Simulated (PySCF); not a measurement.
# MgO at other levels of theory

What do other methods print for MgO?

Program: PySCF 2.14.0. Level of theory: each script names its method and basis. These are calculated values, not measurements.

2 further runs of the same task are left out: 2 that didn't finish.

### Step 1. Starting geometry

MgO: 2 atoms, charge 0, spin multiplicity 1.

Bond lengths: Mg1–O2 1.818 Å.

### Step 2. The run that the others are compared with

input.py reads:

```python
from pyscf import gto, scf, mp

mol = gto.M(
    atom='Mg 0 0 0; O 0 0 1.818',
    basis='sbkjc',
    ecp={'Mg': 'sbkjc', 'O': 'sbkjc'},
    charge=0,
    spin=0,
    symmetry=True,
    verbose=4,
)
mf = scf.RHF(mol)
mf.kernel()
mp.MP2(mf).kernel()
mf.dip_moment()
print('orbital energies (hartree):', mf.mo_energy[..., max(0, mol.nelec[1]-3):mol.nelec[0]+3].round(4))
```

On the command line:

```bash
> OMP_NUM_THREADS=1 python input.py
```

### Step 3. EOM-EE

Variant 1 changes step after the SCF: mp2 → eomee; number of roots: none → 8.

input.py: that of step 2 with these lines changed.

```diff
@@ -1,2 +1,2 @@
-from pyscf import gto, scf, mp
+from pyscf import gto, scf, cc
 
@@ -13,3 +13,6 @@
 mf.kernel()
-mp.MP2(mf).kernel()
+mycc = cc.CCSD(mf)
+mycc.kernel()
+e = mycc.eeccsd(nroots=8)[0]
+print('roots (eV) =', (e*27.211386).round(3))
 mf.dip_moment()
```

### Step 4. X3lyp (RKS)

Variant 2 changes functional: none (Hartree–Fock) → x3lyp; SCF type: RHF → RKS; step after the SCF: mp2 → analyze.

input.py: that of step 2 with these lines changed.

```diff
@@ -1,2 +1,2 @@
-from pyscf import gto, scf, mp
+from pyscf import gto, dft
 
@@ -11,5 +11,5 @@
 )
-mf = scf.RHF(mol)
+mf = dft.RKS(mol, xc='x3lyp')
 mf.kernel()
-mp.MP2(mf).kernel()
+mf.mulliken_pop()
 mf.dip_moment()
```

### Step 5. CCSD(T)

Variant 3 changes step after the SCF: mp2 → ccsd(t).

input.py: that of step 2 with these lines changed.

```diff
@@ -1,2 +1,2 @@
-from pyscf import gto, scf, mp
+from pyscf import gto, scf, cc
 
@@ -13,3 +13,5 @@
 mf.kernel()
-mp.MP2(mf).kernel()
+mycc = cc.CCSD(mf)
+mycc.kernel()
+mycc.ccsd_t()
 mf.dip_moment()
```

### Step 6. ROHF

Variant 4 changes SCF type: RHF → ROHF.

input.py: that of step 2 with these lines changed.

```diff
@@ -11,3 +11,3 @@
 )
-mf = scf.RHF(mol)
+mf = scf.ROHF(mol)
 mf.kernel()
```

### Step 7. SCF alone

Variant 5 changes step after the SCF: mp2 → none.

input.py: that of step 2 with these lines changed.

```diff
@@ -1,2 +1,2 @@
-from pyscf import gto, scf, mp
+from pyscf import gto, scf
 
@@ -13,3 +13,2 @@
 mf.kernel()
-mp.MP2(mf).kernel()
 mf.dip_moment()
```

Q: Predict the outcome of this session. Wanted: for each run, E(SCF); from base; gap; SCF dipole; after the SCF.

**Answer**, as computed:

| run | E(SCF) (hartree) | from base (eV) | cycles | gap (eV) | SCF dipole (D) | after the SCF |
| --- | --- | --- | --- | --- | --- | --- |
| base | -16.331302 | 0 | 10 | 7.26 | 7.75 | MP2 correlation -4.845 eV |
| EOM-EE | -16.331302 | 0.0000 | 10 | 7.26 | 7.75 | CCSD correlation -4.873 eV, first root 0.27 eV |
| x3lyp (RKS) | -16.680666 | not comparable | 13 | 2.18 | 7.21 | n/a |
| CCSD(T) | -16.331302 | 0.0000 | 10 | 7.26 | 7.75 | CCSD(T) correlation -5.133 eV |
| ROHF | -16.331302 | 0.0000 | 10 | n/a | 7.75 | MP2 correlation -4.845 eV |
| SCF alone | -16.331302 | 0.0000 | 10 | 7.26 | 7.75 | n/a |

The SCF energy stays the same, to the digits that matter, with ROHF. On the same reference and core, CCSD(T) gains 5.13 eV in 0.97 s; MP2 reaches 94 % of that in 0.89 s, MP2 reaches 94 % of that in 0.91 s. A lower total energy from another functional means nothing by itself.
